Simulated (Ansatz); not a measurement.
Two shapes of singlet C3H4.

Shape 1:

```xyz
7

C     0.0000    0.0000   -1.2389
C     0.0000    0.0000    0.2145
C     0.0000    0.0000    1.4252
H     0.0000   -1.0275   -1.6347
H    -0.8899    0.5138   -1.6347
H     0.8899    0.5138   -1.6347
H     0.0000    0.0000    2.4993
```

Shape 2:

```xyz
7

C     0.0144   -0.0471   -1.2476
C     0.0238   -0.0208    0.2532
C    -0.0267    0.0120    1.3847
H     0.0244   -0.9857   -1.6470
H    -0.8464    0.4966   -1.6522
H     0.8609    0.5449   -1.6084
H     0.0115   -0.0485    2.4954
```

Basis set: cc-pVTZ (spherical functions). Correlated methods keep 3 orbitals frozen. Charge 0, multiplicity 1.

Computed with Ansatz (development build ahead of 0.2.0); each method stands on the lowest determinant of its kind that the runs found.

Task: Which shape is lower in energy, and by how much in each method?

Result:

```
 method  E(2) − E(1) (eV)
    RHF             0.308
RHF-MP2             0.573
```

Shape 1 is lower.
